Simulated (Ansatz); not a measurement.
Two isomers of C2H8N2: A = `CNCN`, B = `CC(N)N`.

Computed with Ansatz on PBE0-D4/def2-TZVP structures; ΔE is electronic, products minus reactants. CCSD(T)/CBS adds triple-zeta CCSD(T) − MP2 to the extrapolated MP2 energy (def2 sets, frozen cores). Functionals use def2-TZVPP. B3LYP here is the variant with VWN-RPA as its local correlation; programs differ in this. Each species was taken in one conformer, which may not be the lowest.

A:

```xyz
12

C     1.404   -0.312   -0.119
N     0.152   -0.745    0.460
C    -1.021   -0.139   -0.148
N    -1.252    1.231    0.227
H     1.567    0.748    0.096
H     2.232   -0.860    0.333
H     1.458   -0.442   -1.213
H     0.076   -1.753    0.408
H    -0.979   -0.169   -1.250
H    -1.885   -0.734    0.159
H    -0.565    1.848   -0.186
H    -1.187    1.328    1.233
```

B:

```xyz
12

C     0.2267    0.9009    0.8352
C    -0.3255   -0.2237   -0.0277
N     0.4614   -1.4420   -0.0194
N    -0.3690    0.2192   -1.4073
H    -0.4161    1.7862    0.8008
H     0.3006    0.5833    1.8778
H     1.2206    1.1861    0.4804
H    -1.3182   -0.5018    0.3656
H     1.4038   -1.2309   -0.3313
H     0.5197   -1.8239    0.9163
H    -0.7729   -0.5080   -1.9849
H    -0.9311    1.0545   -1.5054
```

(1) Which isomer does CCSD(T)/CBS put lower? Give the gap. (Estimate.)

(2) Give E(B) − E(A) in kJ/mol with B3LYP-D4, PBE-D4, B2PLYP, PBE0-D4, CCSD/def2-TZVPP, LDA (SPW92), BLYP-D4. (An estimate is asked.)

(3) Does the order hold for the free energy at 298.15 K (harmonic terms from PBE0-D4)? (Best estimate.)

Largest T1 diagnostic: 0.009.

Answers

(1) Computed: B, by 44.1 kJ/mol.

(2) Computed: B3LYP-D4 -36.9, PBE-D4 -37.1, B2PLYP -39.2, PBE0-D4 -39.1, CCSD/def2-TZVPP -41.8, LDA (SPW92) -39.2, BLYP-D4 -35.2. None reverses the order clearly.

(3) The calculation gave: Yes: G(B) − G(A) = -43.9 kJ/mol, for one conformer each.

In def2-TZVPP, CCSD(T) changes the Hartree–Fock value by −4.2 kJ/mol (the triples alone add −0.3 kJ/mol) and MP2 by −6.5 kJ/mol. At CCSD(T), def2-SVP lies +6.7 kJ/mol from the extrapolated value and def2-TZVPP +2.0 kJ/mol.
